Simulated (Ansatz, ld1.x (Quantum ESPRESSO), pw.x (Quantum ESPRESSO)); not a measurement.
**Equation-of-state test of one RRKJ potential (N)**

N, norm-conserving RRKJ (Kleinman–Bylander form), made with ld1.x (Quantum ESPRESSO) 7.5 (PBEsol, scalar-relativistic). Core [He], reference 2s2 2p3. Waves: 2p (bound): rc 2.15 bohr; 3d channel at 0.05 Ry: rc 1.75 bohr; 2s (bound): rc 0.90 bohr. Local part: the s channel. Core correction: a·sin(br)/r model core inside 0.55 bohr.

Atomic tests: cutoffs needed: 55 Ry and 140 Ry (the cutoffs (Ry, on a coarse ladder) from which the occupation-weighted sum of valence levels, in a spherical-Bessel basis at the reference potential, stays within 10 and 1 mRy of its value at 400 Ry); ghost test: no extra level below or beside the all-electron valence levels (p, d, s, f tested) (spherical-Bessel basis up to 400 Ry, 20 bohr box); configuration tests: 1 of 7 tests not solved or not reliable.

Crystal test: bcc N in pw.x 7.5, no spin, 18³ k-points, Fermi–Dirac smearing 0.01 Ry, cutoffs 170/680 Ry. The reference is all-electron LAPW (Ansatz 0.2.0) with the same functional, mesh and smearing; V0 and B0 come from Birch–Murnaghan fits to the pressures at five volumes. Errors are pseudo minus all-electron; Δ is the rms difference of the E(V) curves that follow from these fits, minima aligned, over ±6 % about the mean V0. Mesh and smearing are coarse, so the numbers serve the comparison and aren't converged zero-temperature values; the lattice is a test structure that the element need not adopt. Spin polarisation is left out.

```csv
V (Å³/atom),P all-electron (GPa),P pseudo (GPa)
6.552,11.27,14.82
6.725,4.87,8.30
6.897,-0.77,2.55
7.069,-5.74,-2.53
7.242,-10.12,-7.04
```

All-electron: a0 = 2.395 Å (V0 = 6.87 Å³/atom), B0 = 214.6 GPa.

Pseudopotential: mean pressure error (GPa): +3.31; a0 (Å): 2.408; a0 error (%): +0.52; B0 error (%): -4.0; Δ (meV/atom): 5.0. The largest radius (2.15 bohr) exceeds half the bond length (1.96 bohr), so the spheres overlap, which is one possible source of error among others. This is a poor potential for the solid. Atomic configuration tests: 1 of 7 tests not solved or not reliable.

Task: At the middle volume, how do free energy and pressure move when the wave cutoff is lowered (ecutrho kept at four times it)?

Result:

```json
{"cutoff (Ry)": "76", "shift of F (meV/atom)": "+74.6", "shift of P (GPa)": "-0.07"}
{"cutoff (Ry)": "102", "shift of F (meV/atom)": "+48.6", "shift of P (GPa)": "-2.26"}
{"cutoff (Ry)": "136", "shift of F (meV/atom)": "+8.7", "shift of P (GPa)": "-1.22"}
```

The run at the middle volume (195 k-points, 5 iterations) took about 32 s on one core of a shared host (Neoverse-V1, 32 threads, 247 GiB, load 12).
